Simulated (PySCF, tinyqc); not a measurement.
Inside a calculation. Method: RHF in the sto-3g basis, for OH-, spin multiplicity 1. The basis has no diffuse functions, so it cannot describe the extra electron: this is an exercise in the method, not the real anion. The lowest restricted solution is unstable here: a spin-polarised one lies 0.0052 hartree lower (PySCF). One step of it, computed by the program tinyqc.

Problem. Iteration 2: building the Fock matrix. J_ij = sum D_kl (ij|kl), K_ij = sum D_kl (ik|jl); F = H + J - 0.5 K; E = tr D H + tr D J / 2 - 0.25 tr D K + E_nn.

D after iteration 1:
```
            1O 1s      1O 2s    1O 2px    1O 2py     1O 2pz      2H 1s
1O 1s    2.120372  -0.511761  0.000000  0.000000  -0.017942   0.062267
1O 2s   -0.511761   2.180806  0.000000  0.000000   0.061415  -0.362897
1O 2px   0.000000   0.000000  2.000000  0.000000   0.000000   0.000000
1O 2py   0.000000   0.000000  0.000000  2.000000   0.000000   0.000000
1O 2pz  -0.017942   0.061415  0.000000  0.000000   0.037129   0.247656
2H 1s    0.062267  -0.362897  0.000000  0.000000   0.247656   1.938953
```

core Hamiltonian H = T + V (hartree):
```
             1O 1s      1O 2s     1O 2px     1O 2py     1O 2pz      2H 1s
1O 1s   -31.945166  -7.429182   0.000000   0.000000  -0.005528  -0.387859
1O 2s    -7.429182  -8.573672   0.000000   0.000000  -0.069715  -1.057505
1O 2px    0.000000   0.000000  -6.769968   0.000000   0.000000   0.000000
1O 2py    0.000000   0.000000   0.000000  -6.769968   0.000000   0.000000
1O 2pz   -0.005528  -0.069715   0.000000   0.000000  -6.801800  -0.885070
2H 1s    -0.387859  -1.057505   0.000000   0.000000  -0.885070  -3.099098
```

Two-electron integrals (ij|kl) in chemists' order, unique and non-zero (hartree):
```
(11|11) 4.785065   (21|11) 0.741380   (21|21) 0.136873   (22|11) 1.118947
(22|21) 0.256633   (22|22) 0.817206   (31|31) 0.024477   (32|31) 0.037809
(32|32) 0.180518   (33|11) 1.115814   (33|21) 0.256684   (33|22) 0.817023
(33|33) 0.880159   (41|41) 0.024477   (42|41) 0.037809   (42|42) 0.180518
(43|43) 0.047444   (44|11) 1.115814   (44|21) 0.256684   (44|22) 0.817023
(44|33) 0.785270   (44|44) 0.880159   (51|51) 0.024477   (52|51) 0.037809
(52|52) 0.180518   (53|53) 0.047444   (54|54) 0.047444   (55|11) 1.115814
(55|21) 0.256684   (55|22) 0.817023   (55|33) 0.785270   (55|44) 0.785270
(55|55) 0.880159   (61|11) 0.038789   (61|21) 0.007107   (61|22) 0.013265
(61|33) 0.013245   (61|44) 0.013245   (61|51) 0.000297   (61|52) 0.000565
(61|55) 0.013306   (61|61) 0.000373   (62|11) 0.118519   (62|21) 0.027631
(62|22) 0.100841   (62|33) 0.099093   (62|44) 0.099093   (62|51) 0.002012
(62|52) 0.017170   (62|55) 0.104234   (62|61) 0.001462   (62|62) 0.017259
(63|31) 0.002573   (63|32) 0.016117   (63|53) 0.003359   (63|63) 0.002187
(64|41) 0.002573   (64|42) 0.016117   (64|54) 0.003359   (64|64) 0.002187
(65|11) 0.097781   (65|21) 0.023054   (65|22) 0.090012   (65|33) 0.086359
(65|44) 0.086359   (65|51) 0.003927   (65|52) 0.029598   (65|55) 0.097217
(65|61) 0.001256   (65|62) 0.018794   (65|65) 0.022440   (66|11) 0.329027
(66|21) 0.077859   (66|22) 0.327157   (66|33) 0.317955   (66|44) 0.317955
(66|51) 0.005398   (66|52) 0.066066   (66|55) 0.345376   (66|61) 0.004120
(66|62) 0.079669   (66|65) 0.100317   (66|66) 0.774606
```

nuclear repulsion = 2.63928784 hartree

Give: Coulomb J; exchange K; Fock matrix F; total energy of this density.

Solution.

Coulomb J (hartree):
```
          1O 1s   1O 2s  1O 2px  1O 2py  1O 2pz   2H 1s
1O 1s   16.9374  3.1711  0.0000  0.0000  0.0148  0.1650
1O 2s    3.1711  7.7979  0.0000  0.0000  0.1512  0.9967
1O 2px   0.0000  0.0000  7.8340  0.0000  0.0000  0.0000
1O 2py   0.0000  0.0000  0.0000  7.8340  0.0000  0.0000
1O 2pz   0.0148  0.1512  0.0000  0.0000  7.7026  0.9247
2H 1s    0.1650  0.9967  0.0000  0.0000  0.9247  4.1183
```

exchange K (hartree):
```
         1O 1s   1O 2s  1O 2px  1O 2py  1O 2pz   2H 1s
1O 1s   9.7852  1.6381  0.0000  0.0000  0.0019  0.0898
1O 2s   1.6381  2.5107  0.0000  0.0000  0.0882  0.3412
1O 2px  0.0000  0.0000  2.2584  0.0000  0.0000  0.0000
1O 2py  0.0000  0.0000  0.0000  2.2584  0.0000  0.0000
1O 2pz  0.0019  0.0882  0.0000  0.0000  0.7000  0.3169
2H 1s   0.0898  0.3412  0.0000  0.0000  0.3169  1.5431
```

Fock matrix F (hartree):
```
           1O 1s    1O 2s   1O 2px   1O 2py   1O 2pz    2H 1s
1O 1s   -19.9003  -5.0772   0.0000   0.0000   0.0083  -0.2677
1O 2s    -5.0772  -2.0311   0.0000   0.0000   0.0374  -0.2315
1O 2px    0.0000   0.0000  -0.0652   0.0000   0.0000   0.0000
1O 2py    0.0000   0.0000   0.0000  -0.0652   0.0000   0.0000
1O 2pz    0.0083   0.0374   0.0000   0.0000   0.5508  -0.1188
2H 1s    -0.2677  -0.2315   0.0000   0.0000  -0.1188   0.2477
```

total energy of this density = -73.864240 hartree
